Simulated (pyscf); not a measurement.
## Four-centre exchange: `[SeH2]` + `[F][W]([F])([F])([F])([F])[F]` -> `[F][W]([F])([F])([F])([F])[SeH]` + `[FH]`

Gas phase, singlet surface, charge 0. Bonds broken: Se1–H2, F4–W5. Bonds formed: Se1–W5, H2–F4. Single points on ωB97X-D3(BJ)/def2-SVP structures (PySCF, gas phase).

Transition state (Å):

```xyz
10

Se    -0.6986    -0.2614     1.8133
H     -2.0292    -0.3865     0.7656
H     -0.3067    -1.6627     1.6366
F     -2.2734    -0.1726    -0.3769
W     -0.2972     0.4734    -0.7536
F     -0.9887     2.0116     0.0259
F      0.9589     0.3863    -2.1205
F     -1.3228     1.0223    -2.1879
F      1.2436     1.0829     0.0743
F     -0.1647    -1.3691    -0.8526
```

One imaginary mode, 787i cm⁻¹; descent along it reached the two sides named, in the forms told below.

```tsv
bond	change	reactant side (Å)	saddle	product side
Se1–H2	breaks	1.466	1.698	3.6
F4–W5	breaks	1.868	2.113	2.583
Se1–W5	forms	2.9	2.7	2.466
H2–F4	forms	2.594	1.188	0.933
```

Electronic energies relative to the separated reactants (eV):

| level | barrier | reaction energy | reverse barrier |
|---|---|---|---|
| ωB97X-D3(BJ)/def2-TZVP | 1.12 | +0.56 | 0.56 |
| PBE/def2-TZVP | 1.11 | +0.77 | 0.33 |
| r²SCAN/def2-TZVP | 1.08 | +0.84 | 0.24 |
| B3LYP-D3(BJ)/def2-TZVP | 1.26 | +0.77 | 0.50 |
| PBE0-D3(BJ)/def2-TZVP | 1.10 | +0.70 | 0.40 |
| M06-2X/def2-TZVP | 1.18 | +0.72 | 0.45 |
| ωB97M-D3(BJ)/def2-TZVP | 1.37 | +0.91 | 0.45 |
| HF/def2-TZVP | 2.29 | +1.13 | 1.16 |

With ωB97M-D3(BJ)/def2-TZVP energies and thermal terms (ideal gas, 1 atm, RRHO with modes under 100 cm⁻¹ raised to 100, one conformer, R ln 2 for chiral ones without a mode under 150 cm⁻¹), in eV:

```csv
T (K),ΔH‡,ΔG‡,ΔH,ΔG
298,1.35,1.83,+0.98,+0.95
600,1.37,2.31,+1.01,+0.91
900,1.40,2.77,+1.03,+0.86
1200,1.43,3.22,+1.04,+0.81
```

On the reactant side the descent ends in an adduct with a Se–W contact, 0.26 eV over the separated species and 0.86 eV under the saddle at ωB97X-D3(BJ)/def2-TZVP. What is counted as formed (Se–W) is already present as a longer contact in the reactant adduct; forming that adduct is a step of its own. This is the saddle that the search found; another between the same sides may lie lower. Elements up to Kr have no core potential and no relativistic terms here. Elements past Kr carry the def2 core potentials, without spin-orbit coupling.
